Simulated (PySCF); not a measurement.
Indirect couplings

Molfile (atoms numbered from 1):
```
C6H12
     RDKit          3D

 18 17  0  0  0  0  0  0  0  0999 V2000
    1.9179   -1.1350    0.5070 C   0  0  0  0  0  0  0  0  0  0  0  0
    1.1205   -0.5571   -0.3708 C   0  0  0  0  0  0  0  0  0  0  0  0
   -0.1964    0.1244   -0.1045 C   0  0  0  0  0  0  0  0  0  0  0  0
   -0.0801    1.5795   -0.5781 C   0  0  0  0  0  0  0  0  0  0  0  0
   -1.2756   -0.5932   -0.9267 C   0  0  0  0  0  0  0  0  0  0  0  0
   -0.5872    0.1025    1.3728 C   0  0  0  0  0  0  0  0  0  0  0  0
    2.8438   -1.5954    0.2035 H   0  0  0  0  0  0  0  0  0  0  0  0
    1.6967   -1.1797    1.5592 H   0  0  0  0  0  0  0  0  0  0  0  0
    1.4052   -0.5481   -1.4166 H   0  0  0  0  0  0  0  0  0  0  0  0
   -1.0238    2.1016   -0.4359 H   0  0  0  0  0  0  0  0  0  0  0  0
    0.1800    1.6209   -1.6336 H   0  0  0  0  0  0  0  0  0  0  0  0
    0.6913    2.1001   -0.0145 H   0  0  0  0  0  0  0  0  0  0  0  0
   -1.3632   -1.6311   -0.6119 H   0  0  0  0  0  0  0  0  0  0  0  0
   -2.2400   -0.1082   -0.7921 H   0  0  0  0  0  0  0  0  0  0  0  0
   -1.0277   -0.5757   -1.9859 H   0  0  0  0  0  0  0  0  0  0  0  0
   -0.6847   -0.9196    1.7308 H   0  0  0  0  0  0  0  0  0  0  0  0
    0.1571    0.6162    1.9767 H   0  0  0  0  0  0  0  0  0  0  0  0
   -1.5428    0.6044    1.5089 H   0  0  0  0  0  0  0  0  0  0  0  0
  1  2  2  0
  2  3  1  0
  3  4  1  0
  3  5  1  0
  3  6  1  0
  1  7  1  0
  1  8  1  0
  2  9  1  0
  4 10  1  0
  4 11  1  0
  4 12  1  0
  5 13  1  0
  5 14  1  0
  5 15  1  0
  6 16  1  0
  6 17  1  0
  6 18  1  0
M  END
```

Indirect spin–spin couplings were computed at B3LYP/pcJ-1 (without the spin–dipole term) (PySCF 2.14.0 with density-fitted response routines) on a GFN2-xTB structure, for the isolated molecule, without vibrational or relativistic corrections. Couplings are averaged over pairs made equivalent by symmetry, fast rotation or ring inversion, so a value needn't be that of the named pair in this geometry, while other rotamers aren't included; one pair stands for each set, and the list holds those of at least 1.5 Hz over up to four bonds.

Isotopes: ¹³C, ¹H.

```csv
pair,bonds,J (Hz)
"C1, C2",1,78.9
"C1, H7",1,?
"C1, H8",1,160.8
"C2, C3",1,43.0
"C2, H9",1,156.2
"C3, C4",1,34.8
"C4, H10",1,?
"C2, H8",2,?
"C3, H9",2,?
"C3, H10",2,-3.3
"H10, H11",2,-13.1
"C1, C4",3,3.4
"C2, H10",3,4.4
"C3, H7",3,10.4
"C3, H8",3,5.8
"C4, H9",3,3.6
"C4, H13",3,4.9
"H7, H9",3,?
"H8, H9",3,?
```

Estimate the withheld couplings, with signs.

Results:


- ¹J(C1,H7) = 162.7 Hz (bond length 1.078 Å, sp2 carbon)
- ¹J(C4,H10) = 132.1 Hz (bond length 1.088 Å, sp3 carbon)
- ²J(C2,H8) = -1.5 Hz (angle at C1 123°)
- ²J(C3,H9) = 3.6 Hz (angle at C2 113°)
- ³J(H7,H9) = 12.2 Hz (dihedral angle 0°)
- ³J(H8,H9) = 18.3 Hz (dihedral angle 180°)
